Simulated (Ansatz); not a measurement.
# C2H7NO: basis-set convergence

Aim: see how fast density functionals converge with the basis set for C2H7NO.

Method: one geometry, several basis sets; program: Ansatz 0.2.0, Gaussian basis.

The runs, in order: PBE0-D4/def2-SVP; ωB97M-V/def2-SVP; PBE0-D4/def2-QZVPP; ωB97M-V/def2-QZVPP; the functionals' def2-TZVPP values are taken from earlier runs.

**1. The relaxed structure**

All runs share one geometry, relaxed beforehand with PBE0-D4 in a triple-zeta def2 set.

SMILES `CNCO`, 11 atoms, charge 0, spin multiplicity 1.

Atoms are counted from 1 here; the program's logs count them from 0.

Bond lengths: C1–N2 1.447 Å, C1–H5 1.091 Å, C1–H6 1.102 Å, C1–H7 1.093 Å, N2–C3 1.439 Å, N2–H8 1.013 Å, C3–O4 1.399 Å, C3–H9 1.101 Å, C3–H10 1.101 Å, O4–H11 0.963 Å. Angles: N2–C1–H5 109.6°, N2–C1–H6 114.3°, N2–C1–H7 109.5°, H5–C1–H6 108.0°, H5–C1–H7 107.6°, H6–C1–H7 107.6°, C1–N2–C3 113.8°, C1–N2–H8 110.6°, C3–N2–H8 109.2°, N2–C3–O4 110.6°, N2–C3–H9 107.1°, N2–C3–H10 114.1°, O4–C3–H9 112.1°, O4–C3–H10 105.4°, H9–C3–H10 107.6°, C3–O4–H11 106.4°.

**2. PBE0-D4 in def2-SVP**

The input, in.yaml:

```yaml
crystal:
  periodic: [false, false, false]
  atoms:
    - {symbol: C, position_ang: [-1.036144, 0.947857, -0.281335]}
    - {symbol: N, position_ang: [-0.481389, -0.306704, 0.180221]}
    - {symbol: C, position_ang: [0.944146, -0.408540, 0.009954]}
    - {symbol: O, position_ang: [1.435306, -1.551715, 0.648761]}
    - {symbol: H, position_ang: [-2.118334, 0.942597, -0.141992]}
    - {symbol: H, position_ang: [-0.829441, 1.172924, -1.339774]}
    - {symbol: H, position_ang: [-0.630223, 1.768229, 0.316760]}
    - {symbol: H, position_ang: [-0.929710, -1.087228, -0.284840]}
    - {symbol: H, position_ang: [1.385763, 0.514242, 0.415852]}
    - {symbol: H, position_ang: [1.265457, -0.498794, -1.038908]}
    - {symbol: H, position_ang: [1.059868, -1.549969, 1.535700]}
basis:
  gaussian: {orbitals: def2-SVP}
hamiltonian: {xc: pbe0, dispersion: d4}
output: {orbitals: {seedname: orbitals}}
```

On the command line:

```bash
$ ansatz run in.yaml --threads 2 --pin off --events-out ev --progress --plain --max-ram 4352MiB
```

The runs that follow: ωB97M-V in def2-SVP; PBE0-D4 in def2-QZVPP; ωB97M-V in def2-QZVPP.

**Question.** What will the summary of the whole plan be? Wanted: PBE0-D4: double and triple zeta above quadruple; ωB97M-V: double and triple zeta above quadruple.

**Answer**, as computed:

```
                                       quantity          value
PBE0-D4: double and triple zeta above quadruple  7.02, 0.34 eV
ωB97M-V: double and triple zeta above quadruple  7.30, 0.34 eV
```

**Reading.** PBE0-D4 gains 6.68 eV from double to triple zeta, then 0.34 eV more. These are total energies; as a rule much of such shifts cancels in differences, which this series doesn't test. The LUMO of ωB97M-V is positive and keeps falling with the basis (3.56 to 1.82 eV): an unbound level that the basis holds in place.
